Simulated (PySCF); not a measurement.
**methylamine: 4 charge schemes on one density**

Species: methylamine, CH5N.
Numbering: `[CH3:1][NH2:2]` (hydrogens: H3, H4, H5 on C1; H6, H7 on N2)

Geometry (PBE0-D3(BJ)/def2-TZVP, Å), atoms numbered from 1 in this order:
```xyz
7
CH5N angstrom
C     -0.416   -0.264   -0.286
N      0.767    0.092    0.480
H     -0.125   -0.884   -1.137
H     -1.000    0.585   -0.673
H     -1.081   -0.868    0.335
H      1.379    0.685   -0.066
H      0.510    0.621    1.303
```

Density: PBE0/pcSseg-2 (PySCF); schemes: Mulliken, IAO, Hirshfeld and ESP-fitted. Isolated species at its PBE0-D3(BJ)/def2-TZVP geometry, gas phase.

Tabulate the Mulliken, IAO, Hirshfeld and ESP-fitted charges.

In e:

```tsv
atom	environment	Mulliken	IAO	Hirshfeld	ESP-fitted
C1	N-methyl carbon	+0.063	-0.314	-0.084	+0.283
N2	primary amine nitrogen	-0.386	-0.603	-0.250	-0.930
H3	methyl hydrogen	+0.030	+0.148	+0.044	+0.009
H4	methyl hydrogen	+0.012	+0.114	+0.029	-0.064
H5	methyl hydrogen	+0.028	+0.148	+0.045	+0.009
H6	N–H hydrogen	+0.127	+0.253	+0.108	+0.349
H7	N–H hydrogen	+0.126	+0.253	+0.108	+0.344
```

Mean size of the charges over all atoms: ESP-fitted 0.284 e, IAO 0.262 e, Mulliken 0.110 e, Hirshfeld 0.095 e. Each set sums to the total charge, 0, to within 0.001 e. The Mulliken scheme gives each basis function's population to the atom it is centred on and halves the overlap population of two atoms between them.

Lowest charge. All schemes agree: Mulliken N2 (-0.386); IAO N2 (-0.603); Hirshfeld N2 (-0.250); ESP-fitted N2 (-0.930).

Highest charge. All schemes pick atoms of one kind: Mulliken H6 (+0.127); IAO H6 and H7 (+0.253); Hirshfeld H6 and H7 (+0.108); ESP-fitted H6 (+0.349).

Sum the charges by element, for elements with more than one atom.

```tsv
element	atoms	Mulliken	IAO	Hirshfeld	ESP-fitted
H	5	+0.323	+0.916	+0.334	+0.647
```

How many electrons does the Mulliken scheme count on N2?

Z − q = 7 − (-0.386) = 7.386.
